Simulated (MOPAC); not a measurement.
MOPAC input (PM7):

```
PM7 PRECISE GNORM=0.05 LET XYZ GEO-OK AUX(PRECISION=9) THREADS=1
C2H5N

C    -0.02656740 1   -0.39643901 1    0.74037214 1
N    -0.04025319 1    0.87186173 1    0.00009760 1
C    -0.04739019 1   -0.39723479 1   -0.73890413 1
H     0.88684478 1    1.28341918 1   -0.01317394 1
H    -0.93332050 1   -0.60983971 1    1.29271705 1
H    -0.96932769 1   -0.61121579 1   -1.26527787 1
H     0.88822522 1   -0.70100522 1    1.23593203 1
H     0.85309603 1   -0.70234775 1   -1.25968851 1
```

From the output:

```
                                                       MOPAC v23.2.5 Linux

          FINAL HEAT OF FORMATION =         32.28945 KCAL/MOL =     135.09905 KJ/MOL

          COSMO AREA              =         83.54 SQUARE ANGSTROMS
          COSMO VOLUME            =         65.65 CUBIC ANGSTROMS

          GRADIENT NORM           =          0.01446          =       0.00511 PER ATOM
          IONIZATION POTENTIAL    =         10.162007 EV
          HOMO LUMO ENERGIES (EV) =        -10.162  2.360
          NO. OF FILLED LEVELS    =          9
          MOLECULAR WEIGHT        =         43.0682         POINT GROUP:  Cs

          MOLECULAR DIMENSIONS (Angstroms)

            Atom       Atom       Distance
            H     7    H     6     3.17593
            H     5    H     4     2.98254
            N     2    H     8     2.18099

          SCF CALCULATIONS        =         18

   ATOM   CHEMICAL          X               Y               Z
  NUMBER   SYMBOL      (ANGSTROMS)     (ANGSTROMS)     (ANGSTROMS)

     1       C         -0.02108744  *  -0.40042572  *   0.75635194  *
     2       N         -0.02363151  *   0.86840628  *  -0.00013717  *
     3       C         -0.04235536  *  -0.40123335  *  -0.75502421  *
     4       H          0.84925500  *   1.38189618  *  -0.01269838  *
     5       H         -0.93499563  *  -0.60693253  *   1.31953332  *
     6       H         -0.97176455  *  -0.60833889  *  -1.29204057  *
     7       H          0.86082824  *  -0.73287895  *   1.29883667  *
     8       H          0.82393365  *  -0.73428787  *  -1.32176283  *

                             CARTESIAN COORDINATES

   1    C       -0.021087443    -0.400425722     0.756351938
   2    N       -0.023631508     0.868406282    -0.000137171
   3    C       -0.042355360    -0.401233354    -0.755024208
   4    H        0.849255001     1.381896179    -0.012698377
   5    H       -0.934995627    -0.606932531     1.319533320
   6    H       -0.971764551    -0.608338892    -1.292040574
   7    H        0.860828236    -0.732878954     1.298836669
   8    H        0.823933649    -0.734287866    -1.321762829

           Empirical Formula: C2 H5 N  =     8 atoms

      MOLECULAR POINT GROUP   :   Cs

                  EIGENVALUES
 -36.45954 -24.16330 -21.54098 -18.02116 -16.06624 -13.23688 -12.89548 -12.45022
 -10.16201   2.35985   2.92130   4.03261   4.91843   5.53217   5.85868   5.91660
   6.42090

              NET ATOMIC CHARGES AND DIPOLE CONTRIBUTIONS

  ATOM NO.   TYPE          CHARGE      No. of ELECS.   s-Pop       p-Pop
    1          C          -0.215007        4.2150     1.06600     3.14901
    2          N          -0.449776        5.4498     1.72567     3.72410
    3          C          -0.215006        4.2150     1.06600     3.14901
    4          H           0.249703        0.7503     0.75030
    5          H           0.170954        0.8290     0.82905
    6          H           0.170956        0.8290     0.82904
    7          H           0.144089        0.8559     0.85591
    8          H           0.144088        0.8559     0.85591
 DIPOLE           X         Y         Z       TOTAL
 POINT-CHG.     0.735    -1.404    -0.010     1.585
 HYBRID         0.976    -0.020    -0.014     0.976
 SUM            1.711    -1.424    -0.023     2.226

          ATOMIC ORBITAL ELECTRON POPULATIONS

     Atom    s        px        py        pz
    1  C   1.06600   1.16814   0.98913   0.99174
    2  N   1.72567   1.46078   1.08664   1.17668
    3  C   1.06600   1.16870   0.98897   0.99134
    4  H   0.75030
    5  H   0.82905
    6  H   0.82904
    7  H   0.85591
    8  H   0.85591

 **********************
 *                    *
 * JOB ENDED NORMALLY *
 *                    *
 **********************

 == MOPAC DONE ==
```

The geometry given is a B3LYP-D3(BJ)/def2-TZVP minimum.
